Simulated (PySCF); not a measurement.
A structure optimised at B3LYP-D3(BJ)/def2-TZVP, used in a PySCF frequency run:

```xyz
3

O      0.0000    -1.2387    -0.3658
S      0.0000     0.0000     0.3658
O      0.0000     1.2387    -0.3658
```

Problem. Write its SMILES, formula and point group.

Solution. O=S=O, O2S, C2v

Problem. What are its rotational constants (standard atomic weights)?

Solution. 58.974, 10.294, 8.7641 GHz
